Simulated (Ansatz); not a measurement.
Results of PBE0 (PAW; Ansatz, a program for electronic structure) for trigonal Te.

Settings: plane-wave cutoff 520 eV, 6×6×4 k mesh (along the axes of the cell as run), Fermi–Dirac smearing 0.01 eV, scalar-relativistic PAW data made under PBE.

Starting structure:

```xyz
3
Lattice="4.4600 0.0000 0.0000 -2.2300 3.8625 0.0000 0.0000 0.0000 5.9300" Properties=species:S:1:pos:R:3 pbc="T T T"
Te    -0.5865     1.0158     3.9533
Te     1.6435     2.8466     0.0000
Te     1.1730     0.0000     1.9767
```

Question: Into what structure does the relaxation of cell and atoms lead at this level, with the symmetry of the start kept?

Answer: The volume rises by 9.9 %; final space group P3_121.
```xyz
3
Lattice="4.7417 0.0000 0.0000 -2.3709 4.1064 0.0000 0.0000 0.0000 5.7661" Properties=species:S:1:pos:R:3 pbc="T T T"
Te    -0.5798     1.0042     3.8441
Te     1.7911     3.1022     0.0000
Te     1.1596     0.0000     1.9220
```

Note: the cell comes from a level without a dispersion term, which matters for the spacing of layers, chains or molecules.
